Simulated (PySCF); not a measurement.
**Choosing a basis for TDDFT**

Species: CH6Si.
Atom-mapped SMILES: `[CH3:1][SiH3:2]` (hydrogens: H3, H4, H5 on C1; H6, H7, H8 on Si2)

Geometry (PBE0-D3(BJ)/def2-SVP, Å), atoms numbered from 1 in this order:
```xyz
8
CH6Si angstrom
C     -0.9624   -0.1429    0.0077
Si     0.8986    0.1136   -0.0402
H     -1.4349    0.5500    0.7206
H     -1.2046   -1.1707    0.3188
H     -1.4108    0.0291   -0.9826
H      1.2345    1.5106   -0.4567
H      1.5383   -0.8292   -1.0099
H      1.4976   -0.1273    1.3095
```

TDDFT with PBE0 (PySCF), vertical singlets, core orbitals frozen in the response, spherical d and f functions. Geometry: PBE0-D3(BJ)/def2-SVP; no solvent, vibrations or thermal averaging.

```
      basis  functions  diffuse  S1 (eV)  S2 (eV)  S3 (eV)  S4 (eV)  S5 (eV)  LUMO (eV)  α (au)
     6-31G*         44       no     9.09     9.09     9.30     9.88     9.89       1.32    33.4
    6-31+G*         52      yes     8.13     8.23     8.23     8.87     8.87       0.04    37.1
   def2-SVP         62       no     9.07     9.07     9.24     9.64     9.73       1.25    36.9
aug-cc-pVDZ        104      yes     8.00     8.09     8.09     8.60     8.61      -0.12    44.2
  def2-TZVP        104       no     8.59     8.59     8.68     9.26     9.32       0.67    41.2
 def2-TZVPD        134      yes     8.19     8.25     8.25     8.86     8.86       0.17    43.9
aug-cc-pVTZ        234      yes     7.98     8.08     8.08     8.59     8.59      -0.15    44.2
```

Task: How much do these states and the polarisability depend on the basis?

Result: States are compared by their number. Against the largest diffuse basis here (aug-cc-pVTZ, itself not a converged limit), sets without diffuse functions differ by up to 1.11 eV in S1 and 1.30 eV in S5; the smaller diffuse sets differ by up to 0.21 and 0.29 eV. S1 is led by HOMO-2/HOMO-1→LUMO (≥96%) in 6-31G* and by HOMO→LUMO (98%) in aug-cc-pVTZ. S1 is led by HOMO-2/HOMO-1→LUMO (≥88%) in def2-SVP and by HOMO→LUMO (98%) in aug-cc-pVTZ. State by state, the largest deviation of a set without diffuse functions is S1 1.11, S2 1.01, S3 1.22, S4 1.30, S5 1.30 eV. The same number needn't mean the same state in each row. Against aug-cc-pVTZ the polarisability deviates by -25% in 6-31G*, -16% in 6-31+G*, -17% in def2-SVP, 0% in aug-cc-pVDZ, -7% in def2-TZVP, -1% in def2-TZVPD. A single + in a Pople set puts diffuse functions on heavy atoms only.
